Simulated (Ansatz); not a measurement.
Born–Oppenheimer molecular dynamics of BClFH$_{3}$ (6 atoms, charge 0, multiplicity 1). It starts at the highest image of a converged band, a first-order saddle point between two minima.

These are results of Ansatz 0.2.0, RKS PBE0/def2-SVP, not measurements.

```
ensemble                      : NVE (velocity Verlet)
time step                     : 0.5 fs
steps asked                   : 200
starting velocities drawn for : 100 K
seed                          : 5246
```

Frames 5 fs apart, positions in Å.

Velocities at 20.0 fs (Å/ps):

```
B -2.92 4.15 1.96
F 0.85 0.04 -1.81
H 0.80 -2.23 14.12
H 6.82 2.34 -7.86
Cl 0.18 -0.77 0.70
H 1.34 -18.30 -17.82
```

```xyz
6
Properties=species:S:1:pos:R:3 time_fs=20.0 energy_less_start_eV=-0.022 T=142
B 0.006 -0.193 0.068
F 0.014 0.147 1.521
H 1.069 0.050 -0.442
H -1.056 -0.035 -0.461
Cl 0.071 -2.146 0.547
H 0.021 -1.197 1.594
6
Properties=species:S:1:pos:R:3 time_fs=25.0 energy_less_start_eV=-0.061 T=218
B -0.004 -0.163 0.083
F 0.017 0.150 1.509
H 1.074 0.047 -0.396
H -1.044 -0.009 -0.503
Cl 0.072 -2.154 0.550
H 0.033 -1.311 1.555
6
Properties=species:S:1:pos:R:3 time_fs=30.0 energy_less_start_eV=-0.225 T=536
B -0.005 -0.113 0.108
F 0.015 0.161 1.490
H 1.078 0.053 -0.416
H -1.041 0.026 -0.510
Cl 0.072 -2.172 0.550
H 0.052 -1.447 1.684
6
Properties=species:S:1:pos:R:3 time_fs=35.0 energy_less_start_eV=-0.419 T=911
B 0.005 -0.048 0.133
F 0.009 0.182 1.470
H 1.048 0.067 -0.458
H -1.035 0.059 -0.455
Cl 0.073 -2.197 0.551
H 0.080 -1.715 1.739
6
Properties=species:S:1:pos:R:3 time_fs=40.0 energy_less_start_eV=-0.497 T=1062
B 0.017 0.026 0.149
F 0.002 0.215 1.455
H 1.041 0.097 -0.493
H -1.073 0.090 -0.396
Cl 0.073 -2.231 0.551
H 0.110 -2.023 1.840
6
Properties=species:S:1:pos:R:3 time_fs=45.0 energy_less_start_eV=-0.546 T=1155
B 0.018 0.102 0.143
F -0.001 0.262 1.455
H 1.055 0.150 -0.483
H -1.079 0.120 -0.358
Cl 0.073 -2.273 0.551
H 0.136 -2.320 1.853
6
Properties=species:S:1:pos:R:3 time_fs=50.0 energy_less_start_eV=-0.588 T=1236
B 0.009 0.175 0.131
F 0.000 0.318 1.466
H 1.069 0.223 -0.438
H -1.076 0.155 -0.397
Cl 0.074 -2.321 0.550
H 0.158 -2.585 1.794
6
Properties=species:S:1:pos:R:3 time_fs=55.0 energy_less_start_eV=-0.593 T=1248
B -0.004 0.249 0.136
F 0.003 0.381 1.473
H 1.087 0.306 -0.404
H -1.060 0.198 -0.476
Cl 0.075 -2.375 0.546
H 0.183 -2.797 1.791
6
Properties=species:S:1:pos:R:3 time_fs=60.0 energy_less_start_eV=-0.603 T=1266
B -0.011 0.323 0.156
F 0.003 0.449 1.472
H 1.067 0.389 -0.381
H -1.015 0.246 -0.498
Cl 0.076 -2.434 0.544
H 0.200 -2.930 1.689
6
Properties=species:S:1:pos:R:3 time_fs=65.0 energy_less_start_eV=-0.624 T=1307
B -0.004 0.396 0.176
F -0.002 0.520 1.471
H 1.066 0.466 -0.384
H -1.037 0.295 -0.455
Cl 0.076 -2.493 0.536
H 0.232 -3.075 1.717
6
Properties=species:S:1:pos:R:3 time_fs=70.0 energy_less_start_eV=-0.644 T=1346
B 0.009 0.468 0.178
F -0.011 0.593 1.479
H 1.078 0.539 -0.395
H -1.074 0.345 -0.355
Cl 0.077 -2.557 0.531
H 0.249 -3.130 1.630
6
Properties=species:S:1:pos:R:3 time_fs=75.0 energy_less_start_eV=-0.625 T=1308
B 0.018 0.537 0.173
F -0.017 0.669 1.494
H 1.071 0.608 -0.401
H -1.083 0.393 -0.289
Cl 0.077 -2.619 0.521
H 0.290 -3.225 1.675
```

Of the whole run (100 fs, mean temperature of the second half 1320 K): The conserved energy stayed within 0.046 meV per atom of its start (net change -0.012 meV per atom), so the integration is sound. The kinetic energy rose, since the run started high on the potential surface and went downhill. It ends in pieces (BFH2 + ClH), so much of that is their flight and rotation, not heat. A run of 0.1 ps of so small a system gives no equilibrium averages. The orbitals stay closed-shell, which can raise the energy where a bond breaks towards radicals; this wasn't checked here.

The run took 4.9 min on 1 thread of Arm Neoverse V1, with other jobs on the host, peak memory 0.1 GiB.
